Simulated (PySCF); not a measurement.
**formyl: adiabatic energies of losing or gaining an electron at several levels**

Structure: `[CH]=O` (CHO•). The parent is a doublet.

All levels share the BP86-D3(BJ)/ma-def2-SVP structures and the BP86-D3(BJ)/ma-def2-SVP thermal terms; only the single-point energies (PySCF) change. Values are adiabatic energies of losing or gaining an electron (0 K, eV).

```
                      level  ionisation energy to the singlet cation  abs. error  time
M06-2X/aug-cc-pVTZ (grid 3)                                     8.29        0.14  40 s
        LDA/6-311++G(2d,2p)                                     8.40        0.25  12 s
   PBE0-D3(BJ)/ma-def2-TZVP                                     8.41        0.26     –
 r2SCAN-D3(BJ)/ma-def2-TZVP                                     8.45        0.30  21 s
                 ATcT 1.112                                     8.15
```

Times are wall times for all single points of a level on 1 thread of Arm Neoverse V2, a shared host; the dash marks the run that also made the structures. LDA, r2SCAN ran on a slower path of this set-up, which computes the density-fitting integrals anew in every SCF cycle while the other levels store them. So the times needn't show the usual order of cost, and those levels read slower than they are.

The spread: 0.15 eV, from 8.29 to 8.45.

Differences come from unrounded values, so a last digit can differ from that of the printed terms.
